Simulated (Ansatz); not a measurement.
Other spins and charges of CH3⁺, singlet at one geometry

Geometry (PBE0/def2-TZVP stationary point for this spin, not checked as a minimum):

```xyz
4

C     0.0000    0.0000    0.0000
H     1.0932    0.0139   -0.0002
H    -0.5586    0.9397   -0.0028
H    -0.5345   -0.9536    0.0030
```

Basis cc-pVDZ; Ansatz 0.2.0. Correlated methods freeze the noble-gas cores. R marks a restricted (for open shells ROHF) determinant, U an unrestricted one. Active spaces: valence = (6e, 7o) chosen from the atoms' valence shells.

Gaps are energies of the second state less the first, at fixed atoms, for a selection of the levels run; each method lands on the state that its own search finds for that charge and spin.

HF rows: RHF is the determinant under the cluster runs. Coupled cluster chose its determinant by a search with trial CCSD, here up to 0.07 eV above the lowest Hartree–Fock solution of its kind, and MP2 stands on that determinant too.

Triplet less singlet: 5.139 eV at full CI (singlet A1, triplet A2, in C2v).

| level | gap (eV) | error (meV) |
| --- | --- | --- |
| RHF | 5.108 | -31 |
| RMP2 | 5.115 | -24 |
| UMP2 | 5.131 | -8 |
| RCCSD | 5.154 | 15 |
| UCCSD | 5.150 | 11 |
| RCCSD(T) | 5.143 | 4 |
| UCCSD(T) | 5.142 | 3 |
| BCCD(T) | 5.143 | 4 |
| RCCSDT | 5.140 | 1 |
| UCCSDT | 5.139 | 0 |
| CISDTQ | 5.138 | -1 |
| RCCSDT(Q) | 5.139 | 0 |
| UCCSDT(Q) | 5.138 | -1 |
| CASSCF (valence space) | 5.385 | 246 |
| NEVPT2 (valence space) | 5.033 | -106 |
| MRCISD (valence space) | 5.148 | 9 |
| MRCISD+Q (valence space) | 5.133 | -6 |
| B97M-V | 5.000 | -139 |
| wB97M-V | 5.074 | -65 |
| B2PLYP | 5.049 | -90 |

In so small a basis the reference is far from its limit while semilocal and hybrid functionals are nearer theirs (RPA and double hybrids share part of the reference's basis error), so the functionals' errors here hold much of the reference's basis and frozen-core error, which can add to them or hide them.

Full CI is exact within this basis and frozen core; it isn't the basis-set limit. The frozen core follows each run's orbitals, which can shift R against U totals by a few meV.
